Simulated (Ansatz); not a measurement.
Scan of [H···H···SiH3], doublet

Starting geometry:

```xyz
6

H    -2.6755    0.0000    0.0000
H    -1.9305    0.0000    0.0000
Si    0.1055    0.0000    0.0000
H     0.5555   -1.4163    0.0000
H     0.5555    0.7081   -1.2265
H     0.5555    0.7081    1.2265
```

From there H2 is moved from one fragment to the other while all else, the fragments' distance too, stays fixed; atoms are numbered as listed. Energies are in eV, counted from the starting geometry at the same level. Kohn–Sham curves are unrestricted where that lies lower.

Basis cc-pVDZ; Ansatz 0.2.0. Correlated methods freeze the noble-gas cores. Prefix R: restricted or restricted open-shell reference.

Full CI isn't at hand for all of this; RCCSDTQ serves as the reference, and is uncertain by about the last step of the cluster series.

| distance H1-H2 (Å) | r2SCAN |
| --- | --- |
| 0.745 | 0.000 |
| 0.830 | -0.012 |
| 1.000 | 0.174 |
| 1.171 | 0.286 |
| 1.341 | 0.438 |

Estimate the RCCSDTQ curve in cc-pVDZ from this one, knowing how r2SCAN errs.

The computed RCCSDTQ values, in eV from the starting point, and the error of r2SCAN against them:
| distance H1-H2 (Å) | RCCSDTQ | r2SCAN less RCCSDTQ |
| --- | --- | --- |
| 0.745 | 0.000 | 0.000 |
| 0.830 | 0.029 | -0.040 |
| 1.000 | 0.271 | -0.097 |
| 1.171 | 0.346 | -0.060 |
| 1.341 | 0.402 | 0.037 |

The error spans 0.133 eV and is largest, -0.097 eV, at 1.000 Å.

In so small a basis the reference is far from its limit while semilocal and hybrid functionals are nearer theirs, so the functionals' errors here hold much of the reference's basis and frozen-core error, which can add to them or hide them.
